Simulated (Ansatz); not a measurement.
A made-up structure of C₂H₄N (charge -1), singlet:

```
atom    x (Å)    y (Å)    z (Å)
  C1   1.1540  -0.2127   0.3157
  C2   0.0096  -0.7441  -0.3068
  N3  -0.9994   0.1305  -0.5108
  H4  -1.8553  -0.1304  -1.0004
  H5  -0.9559   1.0987  -0.1927
  H6   1.0191   0.6905   0.8540
  H7   1.7049  -0.9142   0.8884
```

It is relaxed with PBE-D4/def2-SVPD and then PBE0-D4/def2-TZVPD (Ansatz 0.2.0). Atoms count as bonded within 1.22 times the sum of their covalent radii (H–H: 0.88 Å). The end point is not checked to be a true minimum.

(1) Does its bonding change? (Judge from chemistry; the calculation decides.)

## Answers

(1) Computed: No: no bond forms or breaks.

Where it ends: The first stage lowers the energy by 0.37 eV in 13 steps. It ends as C₂H₄N ([CH2][C][NH2]), total charge -1:
```xyz
7
angstrom
C 1.0013 -0.2911 0.4736
C -0.0628 -0.7875 -0.1942
N -1.1453 0.0974 -0.3504
H -1.6994 -0.0675 -1.1737
H -0.9339 1.1005 -0.2448
H 1.0421 0.7622 0.8309
H 1.8748 -0.8957 0.7061
```

Labels in which every atom is bracketed show which atoms are joined, not bond orders.

For scale, one of the runs: PBE0-D4/def2-TZVPD relaxation, 147 basis functions, launched by `ansatz run in.yaml --threads 2 --pin off --events-out ev --progress --plain --max-ram 4352MiB`. Hardware: 2 CPU threads of an Arm Neoverse V2, shared host. Wall time about 14 s.
